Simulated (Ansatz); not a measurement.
**BF2H: molecular dynamics**

The plan is to follow the molecule's vibrations and see whether its bonds hold. The start is relaxed first. Runs: 40 steps of 2.5 fs at constant energy, with velocities drawn for 3000 K. SMILES of the start: FBF.

Program: Ansatz 0.2.0. Level of theory: RKS revPBE-D4/def2-SVP. These are calculated values, not measurements.

1 further run of the same task is left out (it didn't finish).

## (1) Starting point

Bond lengths: B1–H2 1.190 Å, B1–F3 1.320 Å, B1–F4 1.320 Å. Angles: H2–B1–F3 120.0°, H2–B1–F4 120.0°, F3–B1–F4 120.0°.

Structure file:

```xyz
4

B     0.0000    0.0000    0.0000
H     0.0000    0.0000    1.1900
F     1.1431    0.0000   -0.6600
F    -1.1431    0.0000   -0.6600
```

## (2) Relaxing the start

input.yaml reads:

```yaml
crystal:
  periodic: [false, false, false]
  atoms:
    - { symbol: B, position_ang: [0.0, 0.0, 0.0] }
    - { symbol: H, position_ang: [0.0, 0.0, 1.19] }
    - { symbol: F, position_ang: [1.1431, 0.0, -0.66] }
    - { symbol: F, position_ang: [-1.1431, 0.0, -0.66] }
basis:
  gaussian: { orbitals: def2-SVP }
hamiltonian:
  xc: revpbe
  dispersion: d4
relax:
  f_tol: 0.02
  max_steps: 40
```

Run with:

```
$ ansatz run input.yaml --threads 1 --pin off --max-ram 2048MiB --backend cpu --events-out ev --progress --plain --runs-dir out
```

After this run come: The run.

**Question.** What will these runs give? Wanted: relaxation of the start; temperature, first and last step; temperature, second half; potential energy, second half; largest change of the total energy; bonds formed or broken.

As calculated:

```
                          quantity                            value
           relaxation of the start          3 moves, 0.015 eV lower
                            length               40 steps of 2.5 fs
  temperature, first and last step                  3000 and 2080 K
          temperature, second half  mean 2219 K, from 447 to 5132 K
     potential energy, second half     +220 meV/atom from the start
largest change of the total energy                  300.40 meV/atom
            bonds formed or broken                                0
```

What this shows: The temperature starts at 3000 K and averages 2219 K in the second half, where it ranges from 447 to 5132 K. The total energy strays from its start by at most 300.40 meV/atom, 235 % of the mean kinetic energy, which is poor: the step of 2.5 fs is too long for the fastest motion. No bond forms or breaks. A run of 100 fs with 4 atoms shows the motion but fixes no equilibrium value. The nuclei move classically, without zero-point motion, which matters most for hydrogen.
